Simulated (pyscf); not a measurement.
PySCF, gas phase, ωB97X-D3(BJ)/def2-SVP geometries. MP2 and CC: frozen core, UHF for open shells. ΔMP2 is the change of the MP2 total energy from the triple- to the quadruple-zeta basis.

Problem. What is the homolytic dissociation enthalpy (298 K, CCSD(T)/def2-TZVPP + ΔMP2(QZVPP)) of the S–Si bond of H₃Si–O–SiH₂–SH, to •H₂Si–O–SiH₃ + SH•?

Solution. S–Si to •H₂Si–O–SiH₃ + SH•: 4.02 eV. Other isomers of •H₂Si–O–SiH₃ were not searched in full and may lie lower. The CCSD(T) − MP2 part came from Ansatz, without density fitting, on the same reference. Left out: the spin-orbit lowering of SH.
